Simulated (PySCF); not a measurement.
Species: sulfuryl chloride, Cl2O2S.
Atom-mapped SMILES: `[O:1]=[S:2](=[O:3])([Cl:4])[Cl:5]`

The calculation used core-valence-separated Tamm–Dancoff BHandHLYP/aug-pcX-1 (def2-SVPD on Cl, def2-SVPD on S) in PySCF, non-relativistic, gas phase, PBE0-D3(BJ)/def2-SVP geometry.

Computed oxygen K-edge spectrum, Gaussian lines of 0.6 eV full width, highest printed point 100; it ends one width below the last computed root. BHandHLYP without relativity tends to put these K edges a few eV too low, so spacings mean more than positions.

```json
{"photon energy (eV)": "529.6", "absorption": "1"}
{"photon energy (eV)": "529.8", "absorption": "9"}
{"photon energy (eV)": "530.0", "absorption": "36"}
{"photon energy (eV)": "530.2", "absorption": "82"}
{"photon energy (eV)": "530.4", "absorption": "100"}
{"photon energy (eV)": "530.6", "absorption": "66"}
{"photon energy (eV)": "530.8", "absorption": "24"}
{"photon energy (eV)": "531.0", "absorption": "5"}
{"photon energy (eV)": "531.2", "absorption": "6"}
{"photon energy (eV)": "531.4", "absorption": "25"}
{"photon energy (eV)": "531.6", "absorption": "68"}
{"photon energy (eV)": "531.8", "absorption": "99"}
{"photon energy (eV)": "532.0", "absorption": "78"}
{"photon energy (eV)": "532.2", "absorption": "33"}
{"photon energy (eV)": "532.4", "absorption": "8"}
{"photon energy (eV)": "532.6", "absorption": "5"}
{"photon energy (eV)": "532.8", "absorption": "20"}
{"photon energy (eV)": "533.0", "absorption": "60"}
{"photon energy (eV)": "533.2", "absorption": "96"}
{"photon energy (eV)": "533.4", "absorption": "84"}
{"photon energy (eV)": "533.6", "absorption": "39"}
{"photon energy (eV)": "533.8", "absorption": "10"}
{"photon energy (eV)": "534.0", "absorption": "1"}
{"photon energy (eV)": "534.2", "absorption": "0"}
{"photon energy (eV)": "534.4", "absorption": "0"}
{"photon energy (eV)": "534.6", "absorption": "1"}
{"photon energy (eV)": "534.8", "absorption": "4"}
{"photon energy (eV)": "535.0", "absorption": "18"}
{"photon energy (eV)": "535.2", "absorption": "43"}
{"photon energy (eV)": "535.4", "absorption": "58"}
{"photon energy (eV)": "535.6", "absorption": "56"}
{"photon energy (eV)": "535.8", "absorption": "45"}
{"photon energy (eV)": "536.0", "absorption": "28"}
```

**Question.** Where are the maxima, and which lines make them up?

**Answer.** 4 maxima:
- 530.4 eV: O1/O3 (sulfonyl oxygen), 530.37 eV, f = 0.055, sum of 2, 100 % of the height at the exact maximum
- 531.8 eV: O1/O3 (sulfonyl oxygen), 531.82 eV, f = 0.054, sum of 2, 100 % of the height at the exact maximum
- 533.3 eV: O1/O3 (sulfonyl oxygen), 533.26 eV, f = 0.054, sum of 2, 100 % of the height at the exact maximum
- 535.5 eV: O1/O3 (sulfonyl oxygen), 535.36 eV, f = 0.027, sum of 2, 77 % of the height at the exact maximum; O1/O3 (sulfonyl oxygen), 535.81 eV, f = 0.019, sum of 2, 23 % of the height at the exact maximum

Roots within 0.03 eV on the same or equivalent atoms count as one line; shares under 12 % aren't listed.

Vibrational structure and lifetime widths aren't in the curve. The ionisation threshold wasn't computed; near and above it a finite basis only mimics Rydberg series and continuum.
